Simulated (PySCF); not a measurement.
## Partners of hydrogen cyanide

Gas-phase complexes of hydrogen cyanide, each in one structure from a short search with a few starts, optimised by PBE0-D3(BJ)/def2-TZVPD; other ways of binding may lie lower. Energies in kcal/mol, wB97M-D3(BJ)/def2-TZVPD, counterpoise-corrected (PySCF): interaction is complex less parts frozen as they stand in it, binding adds what it costs to deform them. Contacts are written partner···hydrogen cyanide; electrostatic, Pauli and orbital are terms of the uncorrected same energy, whose rest is dispersion or correlation.

2 other partners are left out, for which the search missed the form known or expected to bind best.

Frequency runs check only 2 of the 5 structures; these show no clear imaginary mode. 2 further partners within 0.25 kcal/mol of a listed one are not ranked.

Q: Order these partners of hydrogen cyanide by binding energy, strongest first: hydrogen sulfide, ethylene, bromide, phosphine, methanol.

A: bromide (-18.7), methanol (-5.7), ethylene (-2.7), hydrogen sulfide (-2.1), phosphine (-1.7).
```json
{"partner": "bromide", "contact": "Br···H", "distance (Å)": "2.25", "binding": "-18.7", "interaction": "-19.7", "electrostatic": "-24.4", "Pauli": "18.0", "orbital": "-12.6"}
{"partner": "methanol", "contact": "O···H", "distance (Å)": "1.97", "binding": "-5.7", "interaction": "-5.8", "electrostatic": "-8.5", "Pauli": "6.9", "orbital": "-3.4"}
{"partner": "ethylene", "contact": "C···H", "distance (Å)": "2.62", "binding": "-2.7", "interaction": "-2.7", "electrostatic": "-3.3", "Pauli": "3.0", "orbital": "-1.6"}
{"partner": "hydrogen sulfide", "contact": "H···N", "distance (Å)": "2.38", "binding": "-2.1", "interaction": "-2.1", "electrostatic": "-3.0", "Pauli": "2.6", "orbital": "-1.1"}
{"partner": "phosphine", "contact": "P···C", "distance (Å)": "3.44", "binding": "-1.7", "interaction": "-1.7", "electrostatic": "-2.0", "Pauli": "1.9", "orbital": "-0.7"}
```
